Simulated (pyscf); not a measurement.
This saddle point was located with ωB97X-D3(BJ)/def2-SVP in PySCF.

```xyz
6

B     -0.1199     0.1664     0.0668
Cl     1.3188     1.0231    -1.1994
H      1.3547     0.2172     0.0669
H     -0.7096     1.0928     0.5441
Cl    -0.9511    -1.1640    -0.7511
H      0.7767    -0.2715     0.8813
```

Surface: singlet, charge 0. Lowest wavenumbers (cm⁻¹): 925i, 210, 554, 699, 803.

Question: Which two sides does it connect, and which bonds change?

Answer: H₂B–Cl + HCl <-> Cl–BH–Cl + H₂, a four-centre exchange read from left to right: B–H, Cl–H broken and B–Cl, H–H formed. At ωB97M-D3(BJ)/def2-TZVP it lies +0.68 eV from the left side and +1.42 eV from the right (each side as separated species at their lowest minima found). This is the saddle that the search found; another between the same sides may lie lower.
